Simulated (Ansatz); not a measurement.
**H2Al–AlH2, singlet: stretch scan**

Starting geometry (PBE0/def2-TZVP stationary point for this spin, not checked as a minimum):

```xyz
6

Al    0.0000    0.0000    1.3086
Al    0.0000    0.0000   -1.3086
H     0.0000    1.3533    2.1524
H     0.0000   -1.3533    2.1524
H     0.0000    1.3533   -2.1524
H     0.0000   -1.3533   -2.1524
```

From there Al2, H5, H6 move together along the line of the two atoms named below, all else staying in place; atoms are numbered as listed. Energies are in kJ/mol, counted from the starting geometry at the same level. Kohn–Sham curves are unrestricted where that lies lower.

Basis cc-pVDZ; Ansatz 0.2.0. Correlated methods freeze the noble-gas cores. Prefix R: restricted or restricted open-shell reference.

Full CI isn't at hand for all of this; RCCSDTQ serves as the reference, and is uncertain by the last step of the cluster series or more.

```json
{"distance Al1-Al2 (Å)": "2.376", "wB97M-V": "18.6"}
{"distance Al1-Al2 (Å)": "2.617", "wB97M-V": "0.0"}
{"distance Al1-Al2 (Å)": "2.887", "wB97M-V": "20.1"}
{"distance Al1-Al2 (Å)": "3.664", "wB97M-V": "143.1"}
```

Q: Estimate the RCCSDTQ curve in cc-pVDZ from this one, knowing how wB97M-V differs from it in such a basis.

A: The computed RCCSDTQ values, in kJ/mol from the starting point, and the difference of wB97M-V against them:
| distance Al1-Al2 (Å) | RCCSDTQ | wB97M-V less RCCSDTQ |
| --- | --- | --- |
| 2.376 | 26.6 | -8.0 |
| 2.617 | 0.0 | 0.0 |
| 2.887 | 15.2 | 4.9 |
| 3.664 | 127.2 | 15.9 |

The difference spans 23.9 kJ/mol and is largest, 15.9 kJ/mol, at 3.664 Å.

In so small a basis the reference is far from its limit while semilocal and hybrid functionals are nearer theirs, so the functionals' errors here hold much of the reference's basis and frozen-core error, which can add to them or hide them.
